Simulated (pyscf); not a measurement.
Single points on ωB97X-D3(BJ)/def2-SVP structures (PySCF, gas phase). MP2 and CC: frozen core, UHF for open shells. ΔMP2 is the change of the MP2 total energy from the triple- to the quadruple-zeta basis.

Q: PBE/def2-TZVP puts the barrier of SiH₃• (SMILES [SiH3]) + CH₄ (SMILES C) -> SiH₄ (SMILES [SiH4]) + CH₃• (SMILES [CH3]) (hydrogen abstraction; doublet surface; C–H broken, H–Si formed) at 20.8 kcal/mol and the reaction energy at +18.9 kcal/mol, from the separated reactants. What do r²SCAN/def2-TZVP, ωB97M-D3(BJ)/def2-TZVP, CCSD(T)/def2-TZVPP + ΔMP2(QZVPP) give on the same structures?

A: r²SCAN: ΔE‡ = 21.2 kcal/mol, ΔE = +15.7 kcal/mol; ωB97M-D3(BJ): ΔE‡ = 23.5 kcal/mol, ΔE = +15.4 kcal/mol; CCSD(T): ΔE‡ = 24.8 kcal/mol, ΔE = +15.7 kcal/mol. PBE's barrier lies under all of them, by 0.4 to 4.0 kcal/mol. Its reaction energy lies over all of them, by 3.2 to 3.6 kcal/mol. This is the saddle that the search found; another between the same sides may lie lower. The angle at the transferred H is 180°. The CCSD(T) − MP2 part came from Ansatz, without density fitting, on the same reference.
